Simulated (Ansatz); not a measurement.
Energy needed to pull apart CH5NSi (SMILES N=C[SiH3]), singlet, into free ground-state atoms, from the structure below (displaced at random from a GFN2-xTB minimum); no zero-point or spin–orbit terms; open-shell atoms are treated unrestricted, in their ground-state multiplicity.

| atom | x (Å) | y (Å) | z (Å) |
| --- | --- | --- | --- |
| N1 | -1.3749 | -0.0693 | -0.9232 |
| C2 | -0.3180 | 0.5069 | -0.5452 |
| Si3 | 0.7055 | -0.4170 | 0.7653 |
| H4 | -1.9618 | 0.5037 | -1.6068 |
| H5 | 0.0479 | 1.5215 | -0.8313 |
| H6 | 0.7747 | 0.4407 | 1.9792 |
| H7 | 2.0096 | -0.5865 | 0.2150 |
| H8 | 0.1008 | -1.7725 | 1.0732 |

Computed with Ansatz 0.2.0 (basis: def2-TZVPP); correlated methods freeze the cores.

| method | atomization energy (eV) |
| --- | --- |
| PBE-D4 | ? |
| r2SCAN-D4 | 27.74 |
| B97M-V | 27.90 |
| PBE0-D4 | ? |
| r2SCANh-D4 | 27.55 |
| wB97M-V | 27.97 |
| HF | 19.67 |
| MP2 | 27.16 |
| CCSD | 26.65 |
| CCSD(T) | 27.06 |

(1) What does PBE0-D4 give? (To be estimated.)

(2) What does PBE-D4 give? (To be estimated.)

No T1 diagnostic of these runs exceeds 0.013.

Answers

(1) Computed: 27.73 eV, which is about 0.67 eV more than CCSD(T)/def2-TZVPP.

(2) Computed: 28.30 eV, which is about 1.24 eV more than CCSD(T)/def2-TZVPP.

In triple zeta the MP2 and coupled-cluster atomization energies are still short of their basis limit by a few kcal/mol a bond, whereas those of the functionals are nearly converged, so these differences are not deviations from converged CCSD(T).

For scale, one of the runs: CCSD(T)/def2-TZVPP forces, 174 basis functions (an equivalent command: `ansatz run in.yaml --threads 4`). Time: 74 s of wall clock on 4 CPU threads; the host was shared. Peak host memory: 2.9 GiB.
